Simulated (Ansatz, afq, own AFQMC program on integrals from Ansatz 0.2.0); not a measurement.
## HfH, doublet: AFQMC among the cluster methods

```tsv
atom	x (Å)	y (Å)	z (Å)
Hf	0.0000	0.0000	0.0000
H	0.0000	0.0000	1.4990
```

Basis def2-TZVP with its core potentials. Only valence electrons are correlated. AFQMC by an in-house program on the Cholesky factors that Ansatz 0.2.0 writes for its CCSD(T) run. The CISD trial takes its coefficients from CCSD amplitudes. Released means that phaseless walkers are propagated on without the constraint, phases kept. ± is one standard error of the sampling. No spin–orbit coupling. The metal's outer-core s and p shells are frozen, which shifts wave-function levels against functionals.

Determinant: ROHF, the one that the program's search chose, which needn't be the lowest solution. The geometry is a point of a scan.

Full CI on the same integrals is exact in this basis and with this determinant's frozen core.

Cautions: no spin-orbit coupling; outer-core shells of the metal frozen; a spin-contaminated unrestricted determinant lies lower (UHF 140 meV lower, ⟨S²⟩ 0.97); the released energies have errors that jump between times, so the bars are unsure, so no released level is given (meV from the phaseless value at times in 1/Eh: -9.2 ± 1.7 at 0.60, 191 ± 202 at 1.20, -18 ± 3 at 2.00, -18.0 ± 2.5 at 3.00, -24 ± 3 at 4.20); CCSDTQ on the UHF determinant differs (29 meV lower), by its state or its frozen core.

The T1 diagnostic is 0.0282. The weight of the determinant in the CISD state is 0.884 and the size of the correlated space is 5 electrons in 42 orbitals.

| level | correlation energy (eV) |
| --- | --- |
| MP2 | -1.8567 |
| CCSD | -2.4093 |
| CCSD(T) | -2.4947 |

Question: Estimate where phaseless AFQMC with a CISD trial lies against CCSD(T) on the same integrals.

Answer: 0.6 ± 0.2 kJ/mol below CCSD(T).

Reference: full CI, correlation energy -2.533 eV.

```json
{"level": "CCSD(T)", "E − E(reference) (kJ/mol)": "3.7", "share of correlation (%)": "98.47"}
{"level": "CCSDT", "E − E(reference) (kJ/mol)": "0.5", "share of correlation (%)": "99.81"}
{"level": "CCSDT(Q)", "E − E(reference) (kJ/mol)": "0.1", "share of correlation (%)": "99.96"}
{"level": "CCSDTQ", "E − E(reference) (kJ/mol)": "0.0", "share of correlation (%)": "100.00"}
{"level": "ph-AFQMC/CISD", "E − E(reference) (kJ/mol)": "3.1 ± 0.2", "share of correlation (%)": "98.72"}
```

CCSDT and higher add their correlation energy to the determinant of the CCSD(T) run, since their own runs factorise the integrals more tightly (a shift of under 2 meV). A walk keeps the symmetry of its determinant, which the program's search chose and which needn't be the lowest solution, so a lower state of the same spin and another symmetry isn't excluded.
